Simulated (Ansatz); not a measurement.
Input file:

```yaml
crystal:
  periodic: [false, false, false]
  atoms:
    - {symbol: Ge, position_ang: [-0.458608, 0.000000, 0.000000]}
    - {symbol: H, position_ang: [-0.970058, 1.446599, 0.000000]}
    - {symbol: H, position_ang: [-0.970058, -0.723300, 1.252792]}
    - {symbol: H, position_ang: [-0.970058, -0.723299, -1.252792]}
    - {symbol: H, position_ang: [1.075741, 0.000000, 0.000000]}
    - {symbol: N, position_ang: [2.510392, 0.000000, 0.000000]}
basis:
  gaussian: {orbitals: cc-pVDZ}
magnetization: {spin_polarized: true, initial_magnetization: 3}
hamiltonian: {xc: hf}
output: {forces: true, orbitals: {seedname: orbitals}}
```

```sh
$ ansatz run in.yaml --threads 1 --pin off --events-out ev --progress --plain --max-ram 2393MiB
```

Q: Roughly how long does this take on 1 thread of Arm Neoverse V2, shared host, and how much host memory?

A: 1.1 s wall and 0.11 GiB.

```
637 factors; integrals over basis functions are off by at most 1.1e-3 eV
mean field evaluation 1: about -58013.0134 eV, gradient 9.7e0 eV
mean field evaluation 2: about -58013.0319 eV, gradient 9.8e0 eV
mean field evaluation 4: about -58014.2900 eV, gradient 1.3e0 eV
mean field evaluation 8: about -58014.3305 eV, gradient 1.3e-3 eV
mean field -58014.33048011 eV, -2131.9873216185 hartree, gradient 1.7e-5 eV, S^2 3.769657; 0 other end points of the search recorded, 0 dependent functions left out
the calculation of the forces begins
reference -58014.33048011 eV, -2131.9873216185 hartree; 23, 20 occupied and 38, 41 virtual orbitals, 637 factors
Total energy: -58014.33048011 eV, -2131.9873216185 hartree
Atom 0 at    -0.458608     0.000000     0.000000 Å, force    -1.199050    -0.000006    -0.000000 eV/Å
Atom 1 at    -0.970058     1.446599     0.000000 Å, force    -0.076901     0.048338     0.000000 eV/Å
Atom 2 at    -0.970058    -0.723300     1.252792 Å, force    -0.076899    -0.024166     0.041855 eV/Å
Atom 3 at    -0.970058    -0.723299    -1.252792 Å, force    -0.076899    -0.024166    -0.041855 eV/Å
Atom 4 at     1.075741     0.000000     0.000000 Å, force    -1.498414    -0.000000     0.000000 eV/Å
Atom 5 at     2.510392     0.000000     0.000000 Å, force     2.928163     0.000000    -0.000000 eV/Å
Dipole moment:     0.029412     0.000000    -0.000000 e Å
```

Forces (eV/Å):
```
Ge  -1.199  0.000  0.000
H   -0.077  0.048  0.000
H   -0.077 -0.024  0.042
H   -0.077 -0.024 -0.042
H   -1.498  0.000  0.000
N    2.928  0.000  0.000
```
